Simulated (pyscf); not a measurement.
**Elimination: HO–Ti(OH)(Cl)–Cl -> water (H₂O) + O=Ti(Cl)–Cl**

Gas phase, singlet surface, charge 0. Bonds broken: O1–Ti2, O3–H7. Bonds formed: O1–H7. Single points on ωB97X-D3(BJ)/def2-SVP structures (PySCF, gas phase).

Transition state (Å):

```xyz
7

O     -1.3779    -0.8888     0.6848
Ti    -0.5444    -0.2328    -0.9543
O     -0.3993     1.0984     0.0223
Cl    -1.8586     0.0680    -2.6847
Cl     1.3735    -1.2382    -1.3013
H     -1.0502    -1.6237     1.2185
H     -0.9000     0.2780     0.8018
```

One imaginary mode, 1687i cm⁻¹; descent along it reached the two sides named, in the forms told below.

```csv
bond,change,reactant side (Å),saddle,product side
O1–Ti2,breaks,1.741,1.952,2.104
O3–H7,breaks,0.964,1.238,2.9
O1–H7,forms,3.1,1.266,0.969
```

Electronic energies relative to the reactant's lowest minimum found (kcal/mol):

| level | barrier | reaction energy | reverse barrier |
|---|---|---|---|
| ωB97X-D3(BJ)/def2-TZVP | 37.2 | +51.7 | -14.5 |
| PBE/def2-TZVP | 32.1 | +49.7 | -17.6 |
| r²SCAN/def2-TZVP | 34.8 | +54.6 | -19.7 |
| B3LYP-D3(BJ)/def2-TZVP | 37.1 | +53.3 | -16.2 |
| PBE0-D3(BJ)/def2-TZVP | 35.5 | +52.7 | -17.1 |
| M06-2X/def2-TZVP | 38.3 | +56.1 | -17.8 |
| ωB97M-D3(BJ)/def2-TZVP | 37.0 | +50.1 | -13.2 |
| HF/def2-TZVP | 50.8 | +55.5 | -4.7 |

With ωB97M-D3(BJ)/def2-TZVP energies and thermal terms (ideal gas, 1 atm, RRHO with modes under 100 cm⁻¹ raised to 100, one conformer, R ln 2 for chiral ones without a mode under 150 cm⁻¹), in kcal/mol:

```json
[
 {"T (K)": "298", "ΔH‡": "34.9", "ΔG‡": "36.5", "ΔH": "+49.9", "ΔG": "+40.5"},
 {"T (K)": "600", "ΔH‡": "33.8", "ΔG‡": "38.6", "ΔH": "+48.6", "ΔG": "+31.4"},
 {"T (K)": "900", "ΔH‡": "33.1", "ΔG‡": "41.2", "ΔH": "+47.2", "ΔG": "+23.1"},
 {"T (K)": "1200", "ΔH‡": "32.7", "ΔG‡": "44.0", "ΔH": "+45.9", "ΔG": "+15.2"}
]
```

On the product side the descent ends in an adduct with a O–Ti contact, 36.0 kcal/mol under the separated species and 21.4 kcal/mol under the saddle at ωB97X-D3(BJ)/def2-TZVP. At ωB97X-D3(BJ)/def2-TZVP, PBE, r²SCAN, B3LYP-D3(BJ), PBE0-D3(BJ), M06-2X, ωB97M-D3(BJ)/def2-TZVP, HF the saddle lies under the separated products, which points to a path from their complex (located at ωB97X-D3(BJ) alone), and parting the products costs more than the saddle. What is counted as broken (O–Ti) persists as a longer contact in the product adduct; parting that adduct is a step of its own. At the saddle there is also a short H–Ti contact that neither side keeps. One saddle was located; it need not be the lowest between these sides.
